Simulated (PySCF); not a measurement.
AlO (doublet state).
Bonds: O1–Al2 (double).

Identity: `[O]=[Al]` [radical].

Method used: UHF, IGLO-III on Al O, non-relativistic, mean-field spin-orbit, GIAO in PySCF. Isolated species at its PBE0-D3(BJ)/def2-SVP geometry, gas phase.

Output of the driver script (its header reads UKS for Hartree–Fock too). Atoms in this output count from 0.

```
UKS, final grid
  cycle   1  E = -316.56708662  |g| = 6.22e-01
  cycle   2  E = -316.38869753  |g| = 9.28e-01
  cycle   3  E = -316.76085687  |g| = 5.21e-02
  cycle   4  E = -316.76511795  |g| = 2.42e-02
  ...
  cycle  45  E = -316.77153904  |g| = 2.07e-02
  cycle  46  E = -316.77241175  |g| = 1.82e-02
  cycle  47  E = -316.77108579  |g| = 2.48e-02
  cycle  48  E = -316.76907230  |g| = 2.45e-02
  cycle  49  E = -316.76717805  |g| = 2.81e-02
  cycle  50  E = -316.77502629  |g| = 6.81e-03
  cycle  51  E = -316.77373449  |g| = 1.14e-02
  cycle  52  E = -316.77492001  |g| = 1.10e-02
  cycle  53  E = -316.77508744  |g| = 4.00e-03
  cycle  54  E = -316.77508028  |g| = 3.57e-03
  cycle  55  E = -316.77510359  |g| = 7.36e-04
  cycle  56  E = -316.77510448  |g| = 3.11e-04
  cycle  57  E = -316.77510476  |g| = 1.07e-04
  cycle  58  E = -316.77510479  |g| = 1.58e-05
  cycle  59  E = -316.77510479  |g| = 5.03e-06
internal stability: unstable
restart along the unstable mode
  cycle   1  E = -316.78322818  |g| = 4.87e-02
  cycle   2  E = -316.78556270  |g| = 2.35e-02
  cycle   3  E = -316.78620079  |g| = 1.44e-02
  cycle   4  E = -316.78657271  |g| = 7.23e-03
  cycle   5  E = -316.78682166  |g| = 5.77e-03
  cycle   6  E = -316.78700040  |g| = 5.47e-03
  cycle   7  E = -316.78735056  |g| = 4.97e-03
  cycle   8  E = -316.78817753  |g| = 4.57e-03
  cycle   9  E = -316.78819832  |g| = 3.80e-03
  cycle  10  E = -316.78862616  |g| = 8.86e-03
  cycle  11  E = -316.78865529  |g| = 5.49e-03
  cycle  12  E = -316.78870029  |g| = 3.30e-03
  cycle  13  E = -316.78871721  |g| = 8.17e-04
  cycle  14  E = -316.78871927  |g| = 3.41e-04
  cycle  15  E = -316.78871987  |g| = 2.93e-04
  cycle  16  E = -316.78872010  |g| = 1.37e-04
  cycle  17  E = -316.78872043  |g| = 1.17e-04
  cycle  18  E = -316.78872065  |g| = 4.20e-05
  cycle  19  E = -316.78872071  |g| = 1.48e-05
  cycle  20  E = -316.78872072  |g| = 5.92e-06
  cycle  21  E = -316.78872072  |g| = 2.68e-06
internal stability: stable
E = -316.78872072 Eh   <S^2> = 0.8972 (exact 0.7500)
g shifts (ppm)      1          2          3
  rmc          -282       -282       -282
  gc            -15         53         45
  oz_so        -249      17816      77340
  total        -545      17586      77104
hyperfine (MHz)  atom isotope    a_iso     a_fc   dipolar eigenvalues
    0   17O     -59.76     -59.76   -243.94    118.03    125.90
    1  27Al      -9.69      -9.69    -56.71    -10.73     67.44
```

Task: Can this result be taken as it stands? Point to the evidence in the output.

Result: No. The SCF has put the spin on other atoms than B3LYP does at this geometry: the Mulliken populations here are O1 +1.00, there Al2 +0.59, O1 +0.41 (atoms counted from 1). ⟨S²⟩ = 0.897 is 20 % above the exact 0.750: the determinant holds components of higher spin, so its spin density, and the couplings taken from it, aren't those of a pure doublet state. The species is linear, yet the g tensor isn't that of a Σ state, which would be axial with no orbital-Zeeman term along the axis. Here the shifts are -545, 17586, 77104 ppm, with orbital-Zeeman/spin–orbit parts of -249, 17816, 77340 ppm. That is what a determinant gives that fills the components of a degenerate π or δ shell unevenly. Such a state carries orbital angular momentum about the axis, which this second-order treatment can't describe. At the same geometry and basis B3LYP gives ⟨S²⟩ = 0.759, g_iso = 2.0027 (here 2.0337) and a(27Al, atom 1 as the log counts) = 519.2 MHz (here -9.7, class means). The spin–orbit part of the hyperfine coupling is in only one of the two runs.

On an x86-64 server with one thread (shared host), this took 2.4 s.
